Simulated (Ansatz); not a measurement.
Basis-set extrapolation for CH$_{6}$BN, SMILES `CBN` (PBE0-D4/def2-TZVP geometry, frozen core, the Gaussian-basis code of Ansatz). Multiplicity 1, RHF reference.

```csv
,def2-TZVPP,def2-QZVPP
HF,-120.594690,-120.600793
MP2 correlation,-0.500731,-0.533840
CCSD(T) correlation,-0.553405,not run
```

Energies in hartree. Use E(X) = E(∞) + A·exp(−7.88·√X) for Hartree–Fock and E(X) = E(∞) + B·X^(−2.97) for correlation, with X = 3 and 4, and add CCSD(T) minus MP2 of the smaller set to the MP2 limit.

Question: What is the CCSD(T) energy at the basis-set limit?

Answer: HF limit: -120.600793 + (-0.006103) × 0.13774 = -120.60163. MP2 limit: -0.533840 + (-0.033109) × 0.74074 = -0.55837. Higher-order term: -0.553405 − (-0.500731) = -0.05267. Total: -121.21267 hartree, 169.5 kJ/mol below CCSD(T)/def2-TZVPP.
